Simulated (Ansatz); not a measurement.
Cost and result for the atomization energy of C₂H₇FN₂ (`CC(N)(N)F`) (12 atoms, 11 bonds).

```xyz
12

C     0.0753    1.2354   -0.2396
C     0.2298   -0.2506    0.0269
N    -0.2359   -0.5881    1.3171
N    -0.4045   -1.1342   -0.9073
F     1.6119   -0.5109   -0.1144
H     0.4746    1.4740   -1.2260
H     0.6235    1.8219    0.5011
H    -0.9783    1.5139   -0.2005
H    -0.0710   -1.5698    1.4990
H     0.2025   -0.0259    2.0327
H    -0.1185   -0.9189   -1.8532
H    -1.4094   -1.0468   -0.8357
```

The species carries charge 0 and has multiplicity 1. The structure was optimised at the PBE0-D4/def2-TZVP level. It is one conformer, not always the lowest. Program: Ansatz. All runs use 4 threads of an Arm Neoverse V1 on a shared host. Times are those of one run each, without the atoms' runs, and a repeat can differ threefold. Electronic energies, without spin–orbit coupling; frozen cores. CCSD(T)/CBS adds CCSD(T) − MP2 in def2-TZVPP to the MP2 limit, and its time is that of the two runs behind it. T1 = 0.010. B3LYP takes the VWN-RPA correlation (the form of Gaussian; ORCA's B3LYP/G). HSE06 is the plane-wave form, built on full-range PBE exchange.

CCSD(T)/CBS is a level of theory with its own doubt, some kJ/mol a heavy atom from the limit and from the frozen cores, so smaller differences don't rank the functionals.

```
                             level  functions  wall time
            LDA (SPW92)/def2-TZVPP        253      1.2 s
   PBE-D4/def2-TZVPP (with forces)        253      2.5 s
                PBE0-D4/def2-TZVPP        253      2.5 s
               HSE06-D4/def2-TZVPP        253      2.8 s
 B3LYP-D4/def2-TZVPP (with forces)        253      4.1 s
             r2SCANh-D4/def2-TZVPP        253      4.6 s
r2SCAN-D4/def2-TZVPP (with forces)        253      4.7 s
                  CCSD(T)/def2-SVP        105      6.5 s
                ωB97X-V/def2-TZVPP        253        7 s
  ωB97M-V/def2-TZVPP (with forces)        253       10 s
                    MP2/def2-QZVPP        495       24 s
                CCSD(T)/def2-TZVPP        253    3.2 min
                 CCSD(T)/CBS(def2)          –    3.6 min
```

(1) What atomization energy does each give, and how far from CCSD(T)/CBS? (Best estimate.)

Results:

(1) Computed: 
```json
{"level": "LDA (SPW92)/def2-TZVPP", "atomization (kJ/mol)": "5230.0", "difference from CCSD(T)/CBS": "737.2", "per bond": "67.0"}
{"level": "PBE-D4/def2-TZVPP (with forces)", "atomization (kJ/mol)": "4620.9", "difference from CCSD(T)/CBS": "128.1", "per bond": "11.6"}
{"level": "PBE0-D4/def2-TZVPP", "atomization (kJ/mol)": "4512.1", "difference from CCSD(T)/CBS": "19.3", "per bond": "1.7"}
{"level": "HSE06-D4/def2-TZVPP", "atomization (kJ/mol)": "4515.7", "difference from CCSD(T)/CBS": "22.9", "per bond": "2.1"}
{"level": "B3LYP-D4/def2-TZVPP (with forces)", "atomization (kJ/mol)": "4506.3", "difference from CCSD(T)/CBS": "13.5", "per bond": "1.2"}
{"level": "r2SCANh-D4/def2-TZVPP", "atomization (kJ/mol)": "4451.8", "difference from CCSD(T)/CBS": "-41.0", "per bond": "-3.7"}
{"level": "r2SCAN-D4/def2-TZVPP (with forces)", "atomization (kJ/mol)": "4484.6", "difference from CCSD(T)/CBS": "-8.2", "per bond": "-0.7"}
{"level": "CCSD(T)/def2-SVP", "atomization (kJ/mol)": "4236.6", "difference from CCSD(T)/CBS": "-256.2", "per bond": "-23.3"}
{"level": "ωB97X-V/def2-TZVPP", "atomization (kJ/mol)": "4514.4", "difference from CCSD(T)/CBS": "21.6", "per bond": "2.0"}
{"level": "ωB97M-V/def2-TZVPP (with forces)", "atomization (kJ/mol)": "4518.3", "difference from CCSD(T)/CBS": "25.5", "per bond": "2.3"}
{"level": "MP2/def2-QZVPP", "atomization (kJ/mol)": "4507.8", "difference from CCSD(T)/CBS": "15.0", "per bond": "1.4"}
{"level": "CCSD(T)/def2-TZVPP", "atomization (kJ/mol)": "4361.7", "difference from CCSD(T)/CBS": "-131.1", "per bond": "-11.9"}
{"level": "CCSD(T)/CBS(def2)", "atomization (kJ/mol)": "4492.8", "difference from CCSD(T)/CBS": "0.0", "per bond": "0.0"}
```

From PBE to PBE0 (25 % exact exchange), in def2-TZVPP and without D4, the atomization energy moves by −105.4 kJ/mol: exact exchange takes away binding that semilocal exchange gives to molecules. At CCSD(T), def2-SVP lies −256.3 kJ/mol from the extrapolated value and def2-TZVPP −131.1 kJ/mol: correlation converges slowly with the basis, and small sets miss more of it in the bonded molecule than in its fragments. The D4 term adds +30.9 kJ/mol with B3LYP and +16.1 kJ/mol with PBE0; it sums over pairs of atoms, weighted by their polarisabilities, and B3LYP, whose exchange is more repulsive, gets the larger term.
